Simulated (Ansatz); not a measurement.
## Which isomer of C3H3 gives these data?

These gas-phase data were calculated for one isomer of C3H3 at PBE0-D3(BJ)/def2-SVP (harmonic, unscaled wavenumbers; equilibrium rotational constants with average atomic masses):

| Property | Result |
| --- | --- |
| rotational constants | 37.46, 21.57, 15.09 GHz |
| all wavenumbers above 1500 cm⁻¹ | 3349, 3164, 3075, 1803 |

Candidates:

(1) `[C]1=CC1`, a doublet
(2) `C#C[CH2]`, a doublet
(3) `[CH]1C=C1`, a doublet

**Question.** Which structure fits? Where the bands don't settle it, estimate the moments of inertia from typical bond lengths.

**Answer.** Candidate (1). The rotational constants decide: (2) would give 284.4, 9.466, 9.161 GHz; (3) would give 31.68, 26.74, 14.92 GHz.

The same quantities for all candidates:

```tsv
	rotational constants (GHz)	wavenumbers above 1500 cm⁻¹	E above the lowest, PBE0-D3(BJ)/def2-SVP (kcal/mol)
(1)	37.46, 21.57, 15.09	3349, 3164, 3075, 1803	37.7
(2)	284.4, 9.466, 9.161	3481, 3276, 3168, 2024	0.0
(3)	31.68, 26.74, 14.92	3319, 3271, 3100, 1705	25.9
```

Harmonic stretches to hydrogen usually lie a few per cent above observed fundamentals. Open shells are spin-unrestricted. Programs: Ansatz 0.2.0.
